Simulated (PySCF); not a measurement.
PySCF input (BP86/def2-TZVPD):

```python
from pyscf import gto, scf, dft

mol = gto.M(
    atom='''
    C    -0.01423719   -0.06952151   -1.23419539
    Si    0.00834037    0.17010305    0.73186645
    H    -0.01728263   -1.11287275   -1.56859470
    H    -0.89893486    0.41944684   -1.65979309
    H     0.85959133    0.42084071   -1.68015728
    H    -1.11421076   -0.84675739    1.04684283
    H     1.13949487   -0.84497103    1.02074434
    ''',
    basis='def2-tzvpd',
    charge=-1,
    spin=0,
    verbose=4,
)

mf = dft.RKS(mol, xc='bp86').density_fit(auxbasis='def2-universal-jkfit')
mf.grids.level = 3
mf.conv_tol = 1e-9
mf.max_cycle = 100
mf.max_memory = 1500
mf.kernel()
if not mf.converged:
    mf = mf.newton()
    mf.kernel(mf.make_rdm1())
mf.analyze()
```

End of the output:

```
Extra cycle  E= -330.647906950235  delta_E= 5.68e-13  |g|= 6.64e-06  |ddm|= 3.92e-05
converged SCF energy = -330.647906950235
**** SCF Summaries ****
Total Energy =                        -330.647906950234585
Nuclear Repulsion Energy =              53.834303111915816
One-electron Energy =                 -567.927816444304995
Two-electron Energy =                  183.445606382154608
Two-electron Coulomb Energy =          211.810109125003294
DFT Exchange-Correlation Energy =      -28.364502742848678
HOMO-LUMO gap [eV] =                     2.630590828914182
**** MO energy ****
MO #1   energy= -65.1968489929465  occ= 2
MO #2   energy= -9.69342406440451  occ= 2
MO #3   energy= -4.80250069157039  occ= 2
MO #4   energy= -3.21360492981314  occ= 2
MO #5   energy= -3.2134442749898   occ= 2
MO #6   energy= -3.20994337443913  occ= 2
MO #7   energy= -0.434739767267796 occ= 2
MO #8   energy= -0.223123472110935 occ= 2
MO #9   energy= -0.173103063054446 occ= 2
MO #10  energy= -0.171931688476876 occ= 2
MO #11  energy= -0.0632402578057568 occ= 2
MO #12  energy= -0.0595705983327234 occ= 2
MO #13  energy= 0.0417361182226514 occ= 2
MO #14  energy= 0.138408548909597  occ= 0
MO #15  energy= 0.15548417623664   occ= 0
MO #16  energy= 0.188821919921288  occ= 0
MO #17  energy= 0.201584042030335  occ= 0
MO #18  energy= 0.206783187736755  occ= 0
MO #19  energy= 0.21047272244638   occ= 0
MO #20  energy= 0.219590056054813  occ= 0
MO #21  energy= 0.239033223028898  occ= 0
MO #22  energy= 0.239434866412223  occ= 0
MO #23  energy= 0.258580121449605  occ= 0
MO #24  energy= 0.271670253979685  occ= 0
MO #25  energy= 0.276384711185919  occ= 0
MO #26  energy= 0.295543831419931  occ= 0
MO #27  energy= 0.297684031783293  occ= 0
MO #28  energy= 0.307383004700818  occ= 0
MO #29  energy= 0.31938782763586   occ= 0
MO #30  energy= 0.331204797117203  occ= 0
MO #31  energy= 0.372135647055505  occ= 0
MO #32  energy= 0.379379794753083  occ= 0
MO #33  energy= 0.385563590293559  occ= 0
MO #34  energy= 0.392823564638888  occ= 0
MO #35  energy= 0.398134565407633  occ= 0
MO #36  energy= 0.417135465936523  occ= 0
MO #37  energy= 0.421158018681765  occ= 0
MO #38  energy= 0.422517538824983  occ= 0
MO #39  energy= 0.43336855444748   occ= 0
MO #40  energy= 0.451505836991126  occ= 0
MO #41  energy= 0.456000111469802  occ= 0
MO #42  energy= 0.463831530386269  occ= 0
MO #43  energy= 0.501754759225101  occ= 0
MO #44  energy= 0.502397819821307  occ= 0
MO #45  energy= 0.530062846550688  occ= 0
MO #46  energy= 0.543430295620992  occ= 0
MO #47  energy= 0.558687728977209  occ= 0
MO #48  energy= 0.562337738099262  occ= 0
MO #49  energy= 0.589858271496405  occ= 0
MO #50  energy= 0.601992142487517  occ= 0
MO #51  energy= 0.617561043442533  occ= 0
MO #52  energy= 0.619634876503196  occ= 0
MO #53  energy= 0.619715286685577  occ= 0
MO #54  energy= 0.629389761480844  occ= 0
MO #55  energy= 0.68770214357286   occ= 0
MO #56  energy= 0.726844333821361  occ= 0
MO #57  energy= 0.75727386703171   occ= 0
MO #58  energy= 0.762457204648982  occ= 0
MO #59  energy= 0.783448224339062  occ= 0
MO #60  energy= 0.819801747510191  occ= 0
MO #61  energy= 0.825042724822966  occ= 0
MO #62  energy= 0.831772303940875  occ= 0
MO #63  energy= 0.833672386622813  occ= 0
MO #64  energy= 0.88614830742387   occ= 0
MO #65  energy= 1.01387131507852   occ= 0
MO #66  energy= 1.02727085792574   occ= 0
MO #67  energy= 1.14049907465165   occ= 0
MO #68  energy= 1.15220931338863   occ= 0
MO #69  energy= 1.17309863207114   occ= 0
MO #70  energy= 1.27139852892233   occ= 0
MO #71  energy= 1.27425444133747   occ= 0
MO #72  energy= 1.28557513882867   occ= 0
MO #73  energy= 1.29567334342921   occ= 0
MO #74  energy= 1.31048881147689   occ= 0
MO #75  energy= 1.33208646123469   occ= 0
MO #76  energy= 1.3962188294437    occ= 0
MO #77  energy= 1.39715201094193   occ= 0
MO #78  energy= 1.41838819447247   occ= 0
MO #79  energy= 1.46778582654659   occ= 0
MO #80  energy= 1.53297139366822   occ= 0
MO #81  energy= 1.58689035672317   occ= 0
MO #82  energy= 1.66313787766635   occ= 0
MO #83  energy= 1.69032890521834   occ= 0
MO #84  energy= 1.73183979120328   occ= 0
MO #85  energy= 1.86044106306513   occ= 0
MO #86  energy= 1.8660817553033    occ= 0
MO #87  energy= 1.87789199758265   occ= 0
MO #88  energy= 1.90253886196285   occ= 0
MO #89  energy= 1.96247957200852   occ= 0
MO #90  energy= 2.03826719641957   occ= 0
MO #91  energy= 2.05281689918712   occ= 0
MO #92  energy= 2.10867915380081   occ= 0
MO #93  energy= 2.16728693294215   occ= 0
MO #94  energy= 2.24514953649544   occ= 0
MO #95  energy= 2.26553966931418   occ= 0
MO #96  energy= 2.30580524474425   occ= 0
MO #97  energy= 2.43048481534403   occ= 0
MO #98  energy= 2.46042161002334   occ= 0
MO #99  energy= 2.51247161384496   occ= 0
MO #100 energy= 2.60262521335915   occ= 0
MO #101 energy= 2.61691520688065   occ= 0
MO #102 energy= 2.6482380181563    occ= 0
MO #103 energy= 2.70270212736363   occ= 0
MO #104 energy= 2.78751537269788   occ= 0
MO #105 energy= 2.80672238078995   occ= 0
MO #106 energy= 2.95911406677528   occ= 0
MO #107 energy= 3.01587946540202   occ= 0
[...]
```

It need not be the lowest isomer of its formula. Whether it binds its extra electron was not tested at this geometry.
